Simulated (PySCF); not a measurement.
carbon tetrachloride cation (CCl4), SMILES ClC(Cl)(Cl)Cl (connectivity only; charge and spin as stated), charge +1, multiplicity 2. Atoms are numbered in the order given.

```xyz
5

Cl    -1.0405     1.0405    -0.9879
C      0.0000     0.0000     0.0000
Cl    -1.0405    -1.0405     0.9879
Cl     1.0405    -1.0405    -0.9879
Cl     1.0405     1.0405     0.9879
```
Charge +1, spin multiplicity 2.

Geometry optimised at B3LYP-D3(BJ)/def2-SVP. The multiplicity is an assumed one; other spin states were not compared.

Two levels are set side by side: PBE/pcH-1 (PySCF) and B3LYP/pcH-1 (PySCF). Contact hyperfine couplings, same geometry. Differences are taken from unrounded values.

| quantity | PBE |
|---|---|
| A(iso) of 35Cl, atom Cl1 (MHz) | 0.5 |
| A(iso) of 13C, atom C2 (MHz) | -16.5 |
| A(iso) of 35Cl, atom Cl3 (MHz) | 0.5 |
| A(iso) of 35Cl, atom Cl4 (MHz) | 0.5 |
| A(iso) of 35Cl, atom Cl5 (MHz) | 0.5 |

**Question.** These are the PBE values. What does B3LYP give? (Estimate from the structure and the level; the computed values follow.)

**Answer.** 
```tsv
quantity	B3LYP	PBE minus B3LYP
A(iso) of 35Cl, atom Cl1 (MHz)	5.2	-4.8
A(iso) of 13C, atom C2 (MHz)	-16.0	-0.5
A(iso) of 35Cl, atom Cl3 (MHz)	5.2	-4.8
A(iso) of 35Cl, atom Cl4 (MHz)	5.2	-4.8
A(iso) of 35Cl, atom Cl5 (MHz)	5.2	-4.8
```

Rough cost on one machine, each run with all the roots and properties that it gave: B3LYP against PBE about 2 times.
